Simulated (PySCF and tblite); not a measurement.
The numbers below are computed, except where a source is named.
C4H9N, numbered as in [CH3:1][CH:2]1[CH2:3][NH:4][CH2:5]1.

Conformers came from 90 starts (ETKDG and KDG, MMFF94s, GFN2-xTB); geometries are GFN2-xTB. Free energies are PBE0-D3(BJ)/def2-TZVP (IEF-PCM, chloroform) single points with GFN2-xTB rigid-rotor and vibrational terms (modes under about 100 cm⁻¹ blended into free rotors). Symmetry numbers and mirror images are counted. Conformers within 2.5 kcal/mol (GFN2-xTB free energy) were kept, 5 at most. Of two unlike H on one atom, a is the less shielded (KT3/pcSseg-1 (IEF-PCM, chloroform)). Programs: PySCF with density fitting and tblite.

An NOE distance is ⟨r⁻⁶⟩^(−1/6) over all pairs of like atoms and, for the average, over conformers.

The 4-ring runs over atoms 2–3–4–5.

| conformer | shape | weight % |
| --- | --- | --- |
| 1 | 4-ring puckered (ring torsions -14, 14, -13, 13°) | 66.1 |
| 2 | 4-ring puckered (ring torsions 13, -13, 13, -13°) | 33.9 |

Question: Which H–H contacts under 3.5 Å would NOEs report (pairs on one atom left out) at 298.15 K?

Answer: 
| pair | in 1 (Å) | in 2 (Å) | average (Å) |
| --- | --- | --- | --- |
| H2 ··· H3a/H5a | 2.46 | 2.44 | 2.45 |
| H3b/H5b ··· H4 | 2.40 | 2.80 | 2.49 |
| H1 ··· H2 | 2.61 | 2.61 | 2.61 |
| H3a/H5a ··· H4 | 2.80 | 2.40 | 2.61 |
| H1 ··· H3b/H5b | 2.84 | 2.84 | 2.84 |
| H2 ··· H3b/H5b | 3.05 | 2.99 | 3.03 |

Longer pairs under the limit may be missing.

Question: In a model where alignment follows shape alone (order matrix 0.002 × (3G/tr G − 1)/2, G the second moments of the atom positions; splitting J + 2D), what are the one-bond C–H dipolar couplings D?

Answer: H1 2.8 Hz (2.7 in conformer 1), H2 11.8 Hz (11.7 in conformer 1), H3b/H5b 7.0 Hz (8.8 in conformer 1), H3a/H5a 4.8 Hz (5.7 in conformer 1).
